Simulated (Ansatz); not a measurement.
Lattice constant a of some III–V compounds

Method: HSE06 (plane waves, PAW; Ansatz, a first-principles code). References are measured values corrected to a static lattice or taken at low temperature (these still hold zero-point motion).

Values in Å.

```tsv
solid	reference	HSE06	error (%)
wurtzite AlN	3.111	3.105	-0.19
zinc-blende GaP	5.439*	5.465	+0.48
zinc-blende InP	5.858*	5.901	+0.73
zinc-blende BP	4.525*	4.524	-0.02
zinc-blende GaAs	5.64*	5.683	+0.76
zinc-blende AlAs	5.649*	5.682	+0.58
cubic BN	3.593*	3.596	+0.08
zinc-blende AlP	5.451*	?	?
zinc-blende InAs	6.047*	6.108	+1.01
zinc-blende InSb	6.468*	6.546	+1.21
```

Problem. Estimate the withheld HSE06 value.

Solution. The errors of the other rows run from -0.19 % to +1.21 %, with a median of +0.58 %; carried to the reference 5.451 it gives 5.483 Å. The run gives 5.476 Å (+0.46 %); the row was picked among those where that median comes within half of the row's own error. Over these 10 solids the mean error is +0.51 %, the mean absolute error 0.55 % (median 0.53 %), and the worst case zinc-blende InSb at +1.21 %; the value is too high in 8 of 10 cases.

A star marks references brought to a static lattice; the others are low-temperature values that still hold zero-point motion, which matters most for light elements.

Spin–orbit coupling is left out, also for the solids with elements from indium on (zinc-blende InP, zinc-blende InAs, zinc-blende InSb); its size isn't shown.

Differences are worked out from the printed values.

Ansatz's density-functional and Hartree–Fock values are scalar-relativistic unless marked +SOC, with PAW data made under PBE.

Not in this set, of the III–V compounds with a reference value in our tables and a result at some level: 4 for a reference at room or unstated temperature (zinc-blende BAs, wurtzite GaN, zinc-blende GaN, zinc-blende GaSb); 1 for a high-temperature or high-pressure phase (wurtzite BN). These can be a level's worst cases. At least 3 more with a reference value are held back for tests. Layered and molecular crystals are counted apart.

References as tabulated in Mejia-Rodriguez and Trickey (2018), arXiv:1807.09216; arXiv:1206.3780; Goldzak et al. (2022), arXiv:2208.04865.
